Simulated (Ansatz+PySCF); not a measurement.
A calculation with Ansatz (development build ahead of 0.2.0).

```yaml
crystal:
  periodic: [false, false, false]
  atoms:
    - { symbol: C, position_ang: [-0.9826, -0.6529, 0.0] }
    - { symbol: C, position_ang: [0.00862, 0.51645, 0.0] }
    - { symbol: H, position_ang: [-0.45986, -1.61292, 0.0] }
    - { symbol: H, position_ang: [-1.62194, -0.56836, 0.88106] }
    - { symbol: H, position_ang: [-1.62194, -0.56836, -0.88106] }
    - { symbol: O, position_ang: [1.20369, 0.45812, 0.0] }
basis:
  gaussian: { orbitals: cc-pVTZ }
magnetization:
  spin_polarized: true
  initial_magnetization: 1
hamiltonian:
  xc: hf
correlation:
  method: mp2
  frozen_orbitals: { C: 1, H: 0, O: 1 }
output:
  forces: true
```

The input is written out in the form of the current development build from the run's settings.

Results

| Property | Result |
| --- | --- |
| Converged | yes |
| Reference energy | -152.35360 hartree |
| Correlation energy | -0.53963 hartree |
| Total energy | -152.89323 hartree |
| Spin squared of the determinant | 0.765 |
| Stability test | minimum |
| Occupied orbitals by symmetry in an Abelian subgroup (alpha; beta) | 10 A' 2 A''; 9 A' 2 A'' |

Forces (eV/Å):
```json
{"atom": "C1", "Fx": "0.181", "Fy": "0.200", "Fz": "0.000"}
{"atom": "C2", "Fx": "0.581", "Fy": "-0.475", "Fz": "0.000"}
{"atom": "H3", "Fx": "-0.032", "Fy": "0.163", "Fz": "0.000"}
{"atom": "H4", "Fx": "0.122", "Fy": "0.037", "Fz": "-0.129"}
{"atom": "H5", "Fx": "0.122", "Fy": "0.037", "Fz": "0.129"}
{"atom": "O6", "Fx": "-0.974", "Fy": "0.038", "Fz": "0.000"}
```
